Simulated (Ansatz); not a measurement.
Cost against result

Saddle point of CH$_{6}$N, doublet (CH₃ + NH₃ → CH₄ + NH₂; bonds formed: H1–C3; bonds broken: H1–N2), PBE0-D4/def2-TZVP structure:

```
8
angstrom
H -0.2067 -0.2790 -0.1103
N -0.9697 -0.3530 -1.1244
C 0.6241 0.0208 0.8585
H -1.5364 0.4870 -0.9873
H -0.3150 -0.0906 -1.8650
H -0.0181 0.1708 1.7231
H 1.1753 0.9119 0.5716
H 1.2465 -0.8677 0.9338
```

Barriers are electronic and count from the start structure reached by relaxing down the imaginary mode. Spin–orbit coupling is left out.

Program: Ansatz 0.2.0. Basis: as named in each row. Cores are frozen in the correlated methods; orbitals are unrestricted. B3LYP uses VWN-RPA correlation. Extrapolation: Hartree–Fock as exp(−7.88 √X), correlation as X^−2.97.

Times are rough, for one single point on 2 threads of a shared host (Arm Neoverse V2).

The estimate by CCSD(T) at an estimated basis limit (MP2 extrapolated from triple and quadruple zeta, plus CCSD(T) − MP2 in triple zeta) is 74.7 kJ/mol.

```json
{"method": "HF", "basis": "STO-3G", "time (s)": "under 1", "barrier (kJ/mol)": "59.4", "method less estimate": "-15.3"}
{"method": "PBE-D4", "basis": "STO-3G", "time (s)": "under 1", "barrier (kJ/mol)": "-68.7", "method less estimate": "-143.4"}
{"method": "SPW92", "basis": "def2-SVP", "time (s)": "under 1", "barrier (kJ/mol)": "-3.2", "method less estimate": "-78.0"}
{"method": "B3LYP-D4", "basis": "6-31G", "time (s)": "under 1", "barrier (kJ/mol)": "41.2", "method less estimate": "-33.5"}
{"method": "PBE-D4", "basis": "def2-SVP", "time (s)": "under 1", "barrier (kJ/mol)": "20.5", "method less estimate": "-54.2"}
{"method": "PBE0-D4", "basis": "def2-SVP", "time (s)": "under 1", "barrier (kJ/mol)": "43.0", "method less estimate": "-31.7"}
{"method": "SPW92", "basis": "def2-TZVPP", "time (s)": "under 1", "barrier (kJ/mol)": "10.5", "method less estimate": "-64.2"}
{"method": "PBE-D4", "basis": "def2-TZVPP", "time (s)": "1", "barrier (kJ/mol)": "34.6", "method less estimate": "-40.1"}
{"method": "BLYP-D4", "basis": "def2-TZVPP", "time (s)": "1", "barrier (kJ/mol)": "40.0", "method less estimate": "-34.7"}
{"method": "CCSD(T)", "basis": "def2-SVP", "time (s)": "1", "barrier (kJ/mol)": "69.9", "method less estimate": "-4.8"}
{"method": "PBE0-D4", "basis": "def2-TZVPP", "time (s)": "2", "barrier (kJ/mol)": "54.1", "method less estimate": "-20.6"}
{"method": "B3LYP-D4", "basis": "def2-TZVPP", "time (s)": "2", "barrier (kJ/mol)": "54.7", "method less estimate": "-20.0"}
{"method": "BHLYP-D4", "basis": "def2-TZVPP", "time (s)": "2", "barrier (kJ/mol)": "75.9", "method less estimate": "1.1"}
{"method": "CAM-B3LYP-D4", "basis": "def2-TZVPP", "time (s)": "2", "barrier (kJ/mol)": "63.0", "method less estimate": "-11.7"}
{"method": "B2PLYP", "basis": "def2-TZVPP", "time (s)": "2", "barrier (kJ/mol)": "65.8", "method less estimate": "-8.9"}
{"method": "RPA on PBE", "basis": "def2-TZVPP", "time (s)": "2", "barrier (kJ/mol)": "63.2", "method less estimate": "-11.5"}
{"method": "r2SCAN-D4", "basis": "def2-TZVPP", "time (s)": "2", "barrier (kJ/mol)": "50.9", "method less estimate": "-23.8"}
{"method": "PBE-QIDH", "basis": "def2-TZVPP", "time (s)": "2", "barrier (kJ/mol)": "72.1", "method less estimate": "-2.6"}
{"method": "wB97M-V", "basis": "def2-SVP", "time (s)": "3", "barrier (kJ/mol)": "55.7", "method less estimate": "-19.0"}
{"method": "r2SCAN0-D4", "basis": "def2-TZVPP", "time (s)": "3", "barrier (kJ/mol)": "64.5", "method less estimate": "-10.2"}
{"method": "B97M-V", "basis": "def2-TZVPP", "time (s)": "5", "barrier (kJ/mol)": "56.8", "method less estimate": "-17.9"}
{"method": "wB97M-V", "basis": "def2-TZVPP", "time (s)": "5", "barrier (kJ/mol)": "68.6", "method less estimate": "-6.2"}
{"method": "wB97X-V", "basis": "def2-TZVPP", "time (s)": "6", "barrier (kJ/mol)": "62.8", "method less estimate": "-11.9"}
{"method": "MP2", "basis": "def2-QZVPP", "time (s)": "7", "barrier (kJ/mol)": "85.2", "method less estimate": "10.5"}
{"method": "CCSD(T)", "basis": "def2-TZVPP", "time (s)": "31", "barrier (kJ/mol)": "73.0", "method less estimate": "-1.7"}
```

All methods are single points on the PBE0-D4 structures; a negative value means that the method puts the saddle structure below the start.

T1 diagnostic: at most 0.016. ⟨S²⟩ of the unrestricted Hartree–Fock references: 0.76 to 0.79 (a pure state has 0.75).
